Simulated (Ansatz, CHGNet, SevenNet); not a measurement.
Voigt–Reuss–Hill shear modulus (GPa) of solids drawn from the class of tetrahedrally bonded semiconductors and semimetals, from the machine-learned potential CHGNet 0.3.0 (trained on PBE and PBE+U data); the machine-learned potential CHGNet-r²SCAN (trained on r²SCAN data); the machine-learned potential SevenNet-0 (trained on PBE and PBE+U data); the machine-learned potential SevenNet-l3i5 (trained on PBE and PBE+U data); PBE in Ansatz (PAW); r²SCAN in Ansatz (plane waves, PAW).

```tsv
solid	CHGNet 0.3.0	CHGNet-r²SCAN	SevenNet-0	SevenNet-l3i5	PBE	r²SCAN
zinc-blende AlN (metastable phase)	79.5	63.2	97.3	112	120	(withheld)
zinc-blende ZnSe	14.9	8.19	22.3	20.9	27.3	(withheld)
zinc-blende GaAs	7.61	9.67	26.4	29.2	40.7	47.7
zinc-blende CdS (metastable phase)	6.29	2.03	10.7	15.3	17.5	17.1
zinc-blende ZnS	21.2	22.5	31.6	29.8	33.3	35.8
cubic BN	170	145	238	277	381	404
zinc-blende GaP	16.7	17.2	27.5	38.3	51.3	57.9
3C-SiC	48.3	45.1	119	125	186	203
zinc-blende InP	13.3	5.62	31.0	37.5	31.3	34.3
zinc-blende BP	26.8	33.4	68.9	54.6	162	174
```

Q: Some entries are withheld; supply them.

A: 
- zinc-blende AlN (metastable phase), r²SCAN: 132
- zinc-blende ZnSe, r²SCAN: 30.1

The levels part most in proportion for zinc-blende CdS (metastable phase) (2.03 to 17.5 GPa) and least for zinc-blende ZnS (21.2 to 35.8 GPa).

Ansatz's runs of these crystals have no spin polarisation.

Each level is taken at its own relaxed cell. Ansatz's density-functional and Hartree–Fock values are scalar-relativistic unless marked +SOC, with PAW data made under PBE.

Machine-learned potentials (CHGNet 0.3.0, CHGNet-r²SCAN, SevenNet-0, SevenNet-l3i5) are trained on DFT data: a solid inside that data is no test of them.

Ansatz is an electronic-structure program.
